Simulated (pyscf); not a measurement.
PySCF, gas phase, ωB97X-D3(BJ)/def2-SVP geometries.

Q: H₃Si–GaH–AsH₂ → Ga–AsH₂ [singlet] + SiH₄
Surface: singlet. Broken: Ga–Si, Ga–H. Formed: H–Si. Give ΔE‡ and ΔE from ωB97M-D3(BJ)/def2-TZVP, relative to the reactant's lowest minimum found.

A: ΔE‡ = 1.61 eV, ΔE = +0.56 eV. Zero-point energy shifts the barrier by -0.05 eV. It is a 1,1-elimination, with an imaginary mode of 392i cm⁻¹. On the product side the descent ends in a complex (not fully relaxed), 0.27 eV under the separated species and 1.13 eV under the saddle at ωB97X-D3(BJ)/def2-TZVP. At ωB97X-D3(BJ)/def2-TZVP the barrier from the zero used here is 1.72 eV. This is the saddle that the search found; another between the same sides may lie lower. Elements up to Kr have no core potential and no relativistic terms here.
